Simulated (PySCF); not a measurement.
# Orbital picture of SO⁺

PBE0 at R = 1.418 Å; basis S def2-TZVP, O def2-TZVP; no relativity; PySCF 2.14. State: ²Π (doublet), unpaired electrons π ↑. Only the outer orbitals are listed, counted within each symmetry.

```csv
spin,orbital,occ.,ε (eV),on S (%),main shells (%)
α,5σ,1,-40.78,29,"64 O s, 19 S s"
α,6σ,1,-28.09,72,"66 S s, 20 O s, 8 O p"
α,2π,1,-22.60,36,"63 O p, 34 S p"
α,7σ,1,-22.15,39,"51 O p, 28 S p, 10 O s"
α,2π,1,-21.90,40,"60 O p, 36 S p"
α,3π,1,-16.42,71,"66 S p, 29 O p"
α,3π,0,-13.51,69,"65 S p, 31 O p"
α,8σ,0,-7.78,106,"72 S p, 24 S d, 9 S s"
α,1δ,0,-0.82,99,99 S d
β,5σ,1,-40.26,30,"62 O s, 19 S s, 9 S p"
β,6σ,1,-27.03,68,"63 S s, 22 O s, 11 O p"
β,2π,1,-21.69,40,"60 O p, 35 S p"
β,7σ,1,-21.67,42,"48 O p, 29 S p, 12 S s"
β,2π,1,-20.83,38,"61 O p, 33 S p"
β,3π,0,-13.16,70,"65 S p, 30 O p"
β,3π,0,-12.01,72,"68 S p, 29 O p"
β,8σ,0,-7.41,107,"73 S p, 23 S d, 11 S s"
```

Problem. Which are the highest filled and the lowest empty level, where do they sit, and how wide is the gap?

Solution. Highest filled α 3π at -16.42 eV (in %: 66 S p, 29 O p); lowest empty α 3π at -13.51 eV (in %: 65 S p, 31 O p); the gap at PBE0 is 2.91 eV. Both belong to one degenerate shell, split only by its one-sided filling, so this is no excitation gap.

- bond order (Mayer): 2.41
- ⟨S²⟩: 0.755
- charge on S (Mulliken, basis-dependent): 0.96
- charge on S (Löwdin, basis-dependent): 0.98
- dipole moment (positive dipole points towards O; it is taken about the centre of mass and depends on that origin): -2.29 D
- polarisability along the bond: 19.8 bohr³
- polarisability across the bond: 11.0 bohr³

Shares are Mulliken populations and can fall outside 0 to 100 %.

The state was picked by a PBE0 search and need not be the measured ground state.
